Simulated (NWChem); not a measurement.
# NO₂, doublet; SMILES [O]N=O

Computed with NWChem. Spin-unrestricted. In the optimisation the excess spin sits in a1 (C2v, its own frame). Geometry: optimised at PBE0/def2-SVP, spin-unrestricted. No stability test was run on the SCF state.

For level BP86/def2-SVP:

| Property | Result |
|---|---|
| highest occupied level (eV) | -6.02 |

Question: How do the values read with level PBE/def2-SVP instead?

Answer: The highest occupied level (eV) is -5.88.
